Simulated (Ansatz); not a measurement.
Born–Oppenheimer molecular dynamics of CH$_{8}$BN (11 atoms, charge 0, multiplicity 1). It starts at the highest image of a converged band. Of that band: Neighbouring images differ by up to 2.1 eV, so the band resolves the path poorly. A vibrational analysis at the climbing image gives one clearly imaginary mode, 1475i cm⁻¹: a first-order saddle point.

These are results of Ansatz 0.2.0, RKS CAM-B3LYP-D4/def2-SVP, not measurements.

```json
{
  "ensemble": "NVE (velocity Verlet)",
  "time step": "0.5 fs",
  "steps asked": "200",
  "starting velocities drawn for": "100 K",
  "seed": "2851"
}
```

First frame:

```xyz
11
Properties=species:S:1:pos:R:3
B -0.059 -0.481 0.272
C -0.037 0.167 1.991
H -0.937 0.127 2.626
H 0.861 0.012 2.608
H 0.016 1.185 1.585
H 1.014 -0.160 -0.186
H -1.057 -0.006 -0.223
N -0.199 -2.023 0.558
H -1.054 -2.478 0.259
H 0.617 -2.601 0.384
H -0.168 -1.108 1.546
```

(1) How far do the bonds stretch over the last three quarters of this one trajectory? (Pairs bonded in most of those frames.)

## Answers

(1) 
```
  bond  mean (Å)  spread (Å)  shortest  longest
 B1–C2     1.611       0.060      1.49     1.73
 B1–H6     1.227       0.030      1.17     1.27
 B1–H7     1.223       0.009      1.21     1.24
 C2–H3     1.106       0.010      1.09     1.13
 C2–H4     1.106       0.009      1.09     1.12
 C2–H5     1.106       0.006      1.09     1.12
 N8–H9     1.034       0.035      0.96     1.11
N8–H10     1.028       0.028      0.98     1.09
N8–H11     1.039       0.058      0.94     1.17
```

Mean temperature of the second half: 775 K. The conserved energy stayed within 0.48 meV per atom of its start (net change -0.14 meV per atom), so the integration is sound. The kinetic energy rose, since the run started high on the potential surface and went downhill. A run of 0.1 ps of so small a system gives no equilibrium averages. The orbitals stay closed-shell, which can raise the energy where a bond breaks towards radicals; this wasn't checked here.

Time of the run: 7.7 min on 2 threads of Arm Neoverse N1, on a shared host, peak memory 0.21 GiB.
